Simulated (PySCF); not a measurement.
Stepwise substitution at one centre (Al H-F). Gas-phase values, no solvent. Strings in code marks are SMILES.

The vertical ionisation energy (Delta-SCF) from two functionals at the same geometries (CAM-B3LYP-D3(BJ)/def2-TZVP), both in PySCF: PBE-D3(BJ)/def2-TZVP and TPSSh-D3(BJ)/def2-TZVP. Delta-SCF ions had no search for a lower state. 

```tsv
species	TPSSh-D3(BJ)/def2-TZVP (eV)
1 of 3 H replaced by F (`[F][AlH2]`)	11.36
2 of 3 H replaced by F (`[F][AlH][F]`)	12.76
3 of 3 H replaced by F (`[F][Al]([F])[F]`)	13.89
```

### Question
What does PBE-D3(BJ)/def2-TZVP give for each?

### Answer

- 1 of 3 H replaced by F (`[F][AlH2]`): 11.13
- 2 of 3 H replaced by F (`[F][AlH][F]`): 12.54
- 3 of 3 H replaced by F (`[F][Al]([F])[F]`): 13.53
Over these rows, drawn at random from the members with no instability flagged (it was tested for open shells, ions and some series alone), PBE minus TPSSh-D3(BJ): mean -0.27 eV, from -0.35 eV to -0.22 eV.
